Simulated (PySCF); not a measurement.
PySCF input file for formamide cation (CH₃NO), SMILES NC=O (connectivity only; charge and spin as stated), charge +1, multiplicity 2, TDA-LC-ωPBE/def2-SVPD. The structure is a stationary point at B3LYP-D3(BJ)/def2-TZVP. The spin state was assumed, not searched. One conformer was computed; it need not be the lowest.

```python
import numpy as np
from pyscf import gto, scf, dft, tdscf

mol = gto.M(
    atom='''
    N     0.15530273   -1.06868709    0.00000000
    C    -0.37848004    0.11000745    0.00000000
    O     0.24145422    1.20946682    0.00000000
    H     1.16259848   -1.20179682    0.00000000
    H    -0.43595447   -1.89210309    0.00000000
    H    -1.47451662    0.23893033    0.00000000
    ''',
    basis='def2-SVPD',
    charge=1,
    spin=1,
    max_memory=1600,
    verbose=4,
)
mf = dft.UKS(mol, xc='lc_wpbe').density_fit(auxbasis='def2-universal-jkfit')
mf.grids.level = 3
mf.conv_tol = 1e-9
mf.max_cycle = 100
mf.kernel()
fine, coarse = mf.grids, dft.Grids(mol).set(level=1).build(with_non0tab=True)
for _ in range(3):  # follow internal instabilities
    mf.grids = coarse
    mo, _, stable, _ = mf.stability(return_status=True, nroots=4)
    mf.grids = fine
    if stable:
        break
    mf.kernel(mf.make_rdm1(mo, mf.mo_occ))
mf.grids = dft.Grids(mol).set(level=1).build(with_non0tab=True)  # coarser grid for the response kernel
td = tdscf.TDA(mf)
td.nstates = 10
td.conv_tol = 1e-4
td.positive_eig_threshold = 1e-6
td.kernel(x0=td.get_init_guess(mf, 15))
td.analyze()
```

Log of the run:

```
PySCF version 2.14.0

[INPUT] verbose = 4
[INPUT] num. atoms = 6
[INPUT] num. electrons = 23
[INPUT] charge = 1
[INPUT] spin (= nelec alpha-beta = 2S) = 1
[INPUT] symmetry False subgroup None
[INPUT] Mole.unit = angstrom
[INPUT] Symbol           X                Y                Z      unit          X                Y                Z       unit  Magmom
[INPUT]  1 N      0.155302730000  -1.068687090000   0.000000000000 AA    0.293479626097  -2.019525912958   0.000000000000 Bohr   0.0
[INPUT]  2 C     -0.378480040000   0.110007450000   0.000000000000 AA   -0.715223619214   0.207883952162   0.000000000000 Bohr   0.0
[INPUT]  3 O      0.241454220000   1.209466820000   0.000000000000 AA    0.456282347420   2.285561046549   0.000000000000 Bohr   0.0
[INPUT]  4 H      1.162598480000  -1.201796820000   0.000000000000 AA    2.196992720036  -2.271066847173   0.000000000000 Bohr   0.0
[INPUT]  5 H     -0.435954470000  -1.892103090000   0.000000000000 AA   -0.823834551080  -3.575556639543   0.000000000000 Bohr   0.0
[INPUT]  6 H     -1.474516620000   0.238930330000   0.000000000000 AA   -2.786432577919   0.451512886552   0.000000000000 Bohr   0.0

nuclear repulsion = 71.2273659566045
number of shells = 37
number of NR pGTOs = 123
number of NR cGTOs = 87
basis = def2-SVPD
ecp = {}


[settings echo left out]
init E= -170.017307263671
  alpha nocc = 12  HOMO = -0.357062071011781  LUMO = -0.00423499687627427
  beta  nocc = 11  HOMO = -0.377092440388833  LUMO = -0.35706207101178

WARN: HOMO -0.357062071011781 >= LUMO -0.35706207101178

cycle= 1 E= -169.012600437227  delta_E=    1  |g|= 0.691  |ddm|= 2.01
  alpha nocc = 12  HOMO = -0.506159372694949  LUMO = -0.205317789973747
  beta  nocc = 11  HOMO = -0.519980973301513  LUMO = -0.50006168154406
  HOMO = -0.506159372695  LUMO = -0.500061681544  gap/eV = 0.16593
cycle= 2 E= -168.26462995385  delta_E= 0.748  |g|= 1.54  |ddm|= 1.56
  alpha nocc = 12  HOMO = -0.729198398926547  LUMO = -0.217452738018995
[...]


******** <class 'pyscf.df.df_jk.DFUKS'> ********
method = DFUKS
initial guess = minao
damping factor = 0
level_shift factor = 0
DIIS = <class 'pyscf.scf.diis.CDIIS'>
diis_start_cycle = 1
diis_space = 8
diis_damp = 0
SCF conv_tol = 1e-09
SCF conv_tol_grad = None
SCF max_cycles = 100
direct_scf = False
number electrons alpha = 12  beta = 11
XC library pyscf.dft.libxc version 7.1.2
    S. Lehtola, C. Steigemann, M. J. T. Oliveira, and M. A. L. Marques,  SoftwareX 7, 1–5 (2018)
XC functionals = lc_wpbe
    O. A. Vydrov and G. E. Scuseria,  J. Chem. Phys. 125, 234109 (2006)
radial grids:
    Treutler-Ahlrichs [JCP 102, 346 (1995); DOI:10.1063/1.469408] (M4) radial grids

becke partition: Becke, JCP 88, 2547 (1988); DOI:10.1063/1.454033
pruning grids: <function nwchem_prune>
grids dens level: 3
symmetrized grids: False
atomic radii adjust function: <function treutler_atomic_radii_adjust>
small_rho_cutoff = 0
Set gradient conv threshold to 3.16228e-05
init E= -169.285393216761
  alpha nocc = 12  HOMO = -0.727394257168385  LUMO = -0.181562969051172
  beta  nocc = 11  HOMO = -0.69875445762053  LUMO = -0.387655290869264
  HOMO = -0.698754457621  LUMO = -0.387655290869  gap/eV = 8.46544
cycle= 1 E= -169.290218562456  delta_E= -0.00483  |g|= 0.13  |ddm|= 0.215
  alpha nocc = 12  HOMO = -0.716677375192674  LUMO = -0.179750716420015
  beta  nocc = 11  HOMO = -0.687408569532197  LUMO = -0.34802890054532
  HOMO = -0.687408569532  LUMO = -0.348028900545  gap/eV = 9.23499
cycle= 2 E= -169.289424255493  delta_E= 0.000794  |g|= 0.16  |ddm|= 0.205
  alpha nocc = 12  HOMO = -0.732437853635185  LUMO = -0.18195387071148
  beta  nocc = 11  HOMO = -0.697910412089982  LUMO = -0.36865747213964
  HOMO = -0.69791041209  LUMO = -0.36865747214  gap/eV = 8.95943
cycle= 3 E= -169.299384400329  delta_E= -0.00996  |g|= 0.0194  |ddm|= 0.105
  alpha nocc = 12  HOMO = -0.729931363011545  LUMO = -0.182960861594279
  beta  nocc = 11  HOMO = -0.700578554856781  LUMO = -0.366078317962856
  HOMO = -0.700578554857  LUMO = -0.366078317963  gap/eV = 9.10222
cycle= 4 E= -169.301128296632  delta_E= -0.00174  |g|= 0.0163  |ddm|= 0.0656
  alpha nocc = 12  HOMO = -0.728949301265268  LUMO = -0.183179297366568
  beta  nocc = 11  HOMO = -0.703847843029026  LUMO = -0.365094968700628
  HOMO = -0.703847843029  LUMO = -0.365094968701  gap/eV = 9.21794
cycle= 5 E= -169.302460281367  delta_E= -0.00133  |g|= 0.0132  |ddm|= 0.056
  alpha nocc = 12  HOMO = -0.724616807835429  LUMO = -0.184550097974741
  beta  nocc = 11  HOMO = -0.707351607627694  LUMO = -0.360446793295691
  HOMO = -0.707351607628  LUMO = -0.360446793296  gap/eV = 9.43976
cycle= 6 E= -169.304507168418  delta_E= -0.00205  |g|= 0.0109  |ddm|= 0.0981
  alpha nocc = 12  HOMO = -0.72217431784275  LUMO = -0.186659559972075
  beta  nocc = 11  HOMO = -0.71036267417605  LUMO = -0.357739416594536
  HOMO = -0.710362674176  LUMO = -0.357739416595  gap/eV = 9.59537
cycle= 7 E= -169.306277175897  delta_E= -0.00177  |g|= 0.00881  |ddm|= 0.105
  alpha nocc = 12  HOMO = -0.720196643673834  LUMO = -0.186898130265724
  beta  nocc = 11  HOMO = -0.707598683423816  LUMO = -0.357305204559113
  HOMO = -0.707598683424  LUMO = -0.357305204559  gap/eV = 9.53197
cycle= 8 E= -169.307531065797  delta_E= -0.00125  |g|= 0.00628  |ddm|= 0.0986
  alpha nocc = 12  HOMO = -0.718857708338309  LUMO = -0.189103423962024
  beta  nocc = 11  HOMO = -0.715334437614545  LUMO = -0.348983624488569
  HOMO = -0.715334437615  LUMO = -0.348983624489  gap/eV = 9.96891
cycle= 9 E= -169.308302572912  delta_E= -0.000772  |g|= 0.00615  |ddm|= 0.123
  alpha nocc = 12  HOMO = -0.720763406244648  LUMO = -0.188587834966608
  beta  nocc = 11  HOMO = -0.705660557268889  LUMO = -0.359938040672569
  HOMO = -0.705660557269  LUMO = -0.359938040673  gap/eV = 9.40759
cycle= 10 E= -169.308324711507  delta_E= -2.21e-05  |g|= 0.00347  |ddm|= 0.0148
  alpha nocc = 12  HOMO = -0.719475401229251  LUMO = -0.188848196386116
  beta  nocc = 11  HOMO = -0.711246389168364  LUMO = -0.353645463134288
  HOMO = -0.711246389168  LUMO = -0.353645463134  gap/eV = 9.73082
cycle= 11 E= -169.308392589283  delta_E= -6.79e-05  |g|= 0.00269  |ddm|= 0.046
  alpha nocc = 12  HOMO = -0.719960857714519  LUMO = -0.188785896817406
  beta  nocc = 11  HOMO = -0.709356276024935  LUMO = -0.356105472638966
  HOMO = -0.709356276025  LUMO = -0.356105472639  gap/eV = 9.61244
cycle= 12 E= -169.308397325396  delta_E= -4.74e-06  |g|= 0.000867  |ddm|= 0.00292
  alpha nocc = 12  HOMO = -0.720097261026236  LUMO = -0.188744511071285
  beta  nocc = 11  HOMO = -0.708566080221682  LUMO = -0.35692160328948
  HOMO = -0.708566080222  LUMO = -0.356921603289  gap/eV = 9.56873
cycle= 13 E= -169.308397835535  delta_E= -5.1e-07  |g|= 0.000105  |ddm|= 0.00177
  alpha nocc = 12  HOMO = -0.720144851862498  LUMO = -0.188731359707089
  beta  nocc = 11  HOMO = -0.708380565229292  LUMO = -0.357173845762249
  HOMO = -0.708380565229  LUMO = -0.357173845762  gap/eV = 9.55682
cycle= 14 E= -169.308397885703  delta_E= -5.02e-08  |g|= 0.000122  |ddm|= 0.000704
  alpha nocc = 12  HOMO = -0.72011381070922  LUMO = -0.188741131780934
  beta  nocc = 11  HOMO = -0.708482690323403  LUMO = -0.357041018090885
  HOMO = -0.708482690323  LUMO = -0.357041018091  gap/eV = 9.56322
cycle= 15 E= -169.308397895964  delta_E= -1.03e-08  |g|= 3.55e-05  |ddm|= 0.000419
  alpha nocc = 12  HOMO = -0.720119025036968  LUMO = -0.18874727838166
  beta  nocc = 11  HOMO = -0.708496003291109  LUMO = -0.357025335617158
  HOMO = -0.708496003291  LUMO = -0.357025335617  gap/eV = 9.56400
cycle= 16 E= -169.308397898919  delta_E= -2.95e-09  |g|= 1.13e-05  |ddm|= 0.000111
  alpha nocc = 12  HOMO = -0.720120076727663  LUMO = -0.188747210772229
  beta  nocc = 11  HOMO = -0.708490150838422  LUMO = -0.357027269795412
  HOMO = -0.708490150838  LUMO = -0.357027269795  gap/eV = 9.56379
cycle= 17 E= -169.308397899383  delta_E= -4.64e-10  |g|= 5.53e-06  |ddm|= 4.17e-05
  alpha nocc = 12  HOMO = -0.720121287033464  LUMO = -0.188748416181288
  beta  nocc = 11  HOMO = -0.70849121705357  LUMO = -0.357026856914726
  HOMO = -0.708491217054  LUMO = -0.357026856915  gap/eV = 9.56383
Extra cycle  E= -169.308397899456  delta_E= -7.28e-11  |g|= 4.01e-06  |ddm|= 1.08e-05
converged SCF energy = -169.308397899456  <S^2> = 0.75470581  2S+1 = 2.0047003
uhf_internal: lowest eigs of H = [0.06435028 0.30022642 0.3176903  0.40357375]
<class 'pyscf.df.df_jk.DFUKS'> wavefunction is stable in the internal stability analysis
tot grids = 22896
Overwritten attributes  positive_eig_threshold  of <class 'pyscf.tdscf.uks.TDA'>


******** <class 'pyscf.tdscf.uks.TDA'> for <class 'pyscf.df.df_jk.DFUKS'> ********
nstates = 10
deg_eia_thresh = 1.000e-03
wfnsym = None
conv_tol = 0.0001
eigh lindep = 1e-12
eigh level_shift = 0
eigh max_cycle = 100


Excitation energies (eV)
[ 1.2107054   4.60125046  5.5962111   5.65253083  7.52820433  8.43560291
  8.94449248  9.29777279  9.91301252 10.47811121]

** Excitation energies and oscillator strengths **
Excited State   1:      1.21071 eV   1024.07 nm  f=0.0000
       9b ->   12b      0.36521
      11b ->   12b      0.92620
Excited State   2:      4.60125 eV    269.46 nm  f=0.0020
       7b ->   12b      0.13908
       8b ->   12b     -0.45333
      10b ->   12b      0.86865
Excited State   3:      5.59621 eV    221.55 nm  f=0.0003
       9b ->   12b      0.92398
      11b ->   12b     -0.37003
Excited State   4:      5.65253 eV    219.34 nm  f=0.0003
      12a ->   13a      0.68324
      11b ->   13b     -0.71574
Excited State   5:      7.52820 eV    164.69 nm  f=0.0315
      12a ->   13a      0.26204
       6b ->   12b     -0.11889
       7b ->   12b     -0.17476
       8b ->   12b     -0.80312
       9b ->   13b      0.11222
      10b ->   12b     -0.39256
      11b ->   13b      0.24357
Excited State   6:      8.43560 eV    146.98 nm  f=0.0012
      11a ->   13a      0.97939
      10b ->   13b     -0.14235
Excited State   7:      8.94449 eV    138.62 nm  f=0.2150
       9a ->   13a     -0.41721
      12a ->   13a      0.45660
       7b ->   12b     -0.17285
       8b ->   12b      0.26225
       9b ->   13b      0.41229
      10b ->   12b      0.18568
      11b ->   13b      0.50613
Excited State   8:      9.29777 eV    133.35 nm  f=0.1188
       9a ->   13a     -0.53467
      12a ->   13a     -0.41068
       7b ->   12b      0.18395
       8b ->   12b     -0.15610
       9b ->   13b      0.58295
      10b ->   12b     -0.12507
      11b ->   13b     -0.30180
Excited State   9:      9.91301 eV    125.07 nm  f=0.0004
      10a ->   13a     -0.33534
      11a ->   13a      0.15177
      10b ->   13b      0.91548
Excited State  10:     10.47811 eV    118.33 nm  f=0.0001
      12a ->   14a      0.55739
      12a ->   15a      0.16913
       9b ->   14b      0.10775
      11b ->   14b     -0.71424
      11b ->   15b     -0.21986

** Transition electric dipole moments (AU) **
state          X           Y           Z        Dip. S.      Osc.
  1         0.0000     -0.0000      0.0091      0.0001      0.0000
  2         0.0297     -0.1286      0.0000      0.0174      0.0020
  3         0.0000      0.0001      0.0443      0.0020      0.0003
  4         0.0167      0.0470     -0.0001      0.0025      0.0003
  5         0.3798     -0.1627     -0.0000      0.1707      0.0315
  6        -0.0000      0.0000      0.0761      0.0058      0.0012
  7         0.0217     -0.9902     -0.0000      0.9809      0.2150
  8        -0.0970      0.7156     -0.0000      0.5215      0.1188
  9         0.0000      0.0000      0.0424      0.0018      0.0004
 10         0.0000     -0.0000      0.0141      0.0002      0.0001

** Transition velocity dipole moments (imaginary part, AU) **
state          X           Y           Z        Dip. S.      Osc.
  1        -0.0000      0.0000     -0.0116      0.0001      0.0020
  2        -0.0035      0.0127     -0.0000      0.0002      0.0007
  3        -0.0000     -0.0000      0.0248      0.0006      0.0020
  4        -0.0014     -0.0010     -0.0000      0.0000      0.0000
  5         0.0107     -0.0045     -0.0000      0.0001      0.0003
  6        -0.0000      0.0000      0.0038      0.0000      0.0000
  7         0.0254     -0.1267     -0.0000      0.0167      0.0339
  8        -0.0297      0.0953     -0.0000      0.0100      0.0195
  9         0.0000      0.0000      0.0080      0.0001      0.0001
 10        -0.0000     -0.0000      0.0091      0.0001      0.0001

** Transition magnetic dipole moments (imaginary part, AU) **
state          X           Y           Z
  1        -0.3791     -0.6757      0.0000
  2        -0.0000      0.0000      0.8082
  3        -0.1677     -0.2775     -0.0000
  4         0.0002      0.0003     -0.0080
  5         0.0000      0.0001      0.4606
  6        -0.2577     -0.7109      0.0000
  7         0.0000      0.0000     -0.4757
  8         0.0000      0.0001      0.3437
  9         0.1493     -0.6852      0.0000
 10         0.1085     -0.0094      0.0000
```

Self-consistency was reached.
